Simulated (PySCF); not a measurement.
Gas-phase reaction: CH3CO (acetyl) + C3H6 (propylene) ⇌ 3 CH + C2H5OH

Method: PySCF energies (xtb for GFN2) plus ideal-gas RRHO corrections (1 bar). 'Table' is the NASA 1993 thermochemical table (part measured, part estimated). S°(298 K) at PBE0/def2-TZVP differs from the NASA 1993 table for C2H5OH (-11 J/mol/K); whether the harmonic model or the table's entry is off was not settled. † marks an energy on the PBE0/def2-TZVP geometry and frequencies; other levels use their own. Open shells (unrestricted): CH3CO (acetyl) (multiplicity 2), CH (multiplicity 2, electronic degeneracy 4); the rest are closed-shell singlets. GFN2 has no spin-polarisation term. Spin-orbit splitting is ignored; it lowers the true energy and changes the entropy of CH. No R ln 2 is added for the mirror-image form of C2H5OH. The harmonic model lacks anharmonicity and excited electronic states, which grow with temperature; levels with a mode under 35 cm⁻¹ are left out. Internal rotation in CH3CO (acetyl), C3H6 (propylene), C2H5OH is treated as a harmonic vibration of one conformer, which makes the entropy rough. The table's entry may be an old estimate for CH3CO (acetyl), CH (not checked at source). Warning, spin contamination: CH (M06-2X/def2-TZVP†, PBE/def2-SVP, PBE/def2-TZVP†, r2SCAN/def2-TZVP†).

ΔH° and ΔS° at 298 K: table 1560 kJ, 296 J/K; GFN2-xTB 1744 kJ, 281 J/K; M06-2X/def2-TZVP† 1555 kJ, 285 J/K; PBE/def2-SVP 1680 kJ, 285 J/K; PBE/def2-TZVP† 1639 kJ, 285 J/K; r2SCAN/def2-TZVP† 1589 kJ, 285 J/K.

Question: With the heat capacities included, give log10 K at 600, 1000, 1600, 1800, 2500 K for each.

Answer: 
```csv
T (K),table,GFN2-xTB,M06-2X/def2-TZVP†,PBE/def2-SVP,PBE/def2-TZVP†,r2SCAN/def2-TZVP†
600,-120.0,-136.9,-120.2,-131.1,-127.5,-123.2
1000,-65.4,-75.9,-65.8,-72.4,-70.1,-67.6
1600,-34.7,-41.6,-35.2,-39.4,-37.9,-36.3
1800,-29.0,-35.3,-29.6,-33.3,-32.0,-30.6
2500,-16.3,-21.2,-17.0,-19.7,-18.7,-17.7
```
Ten kJ in ΔG° is worth 0.87 decades in K at 600 K and 0.21 at 2500 K. Holding ΔH° and ΔS° at their 298 K values would give -17.1 (table), -21.8 (GFN2-xTB), -17.6 (M06-2X/def2-TZVP†) at 2500 K.
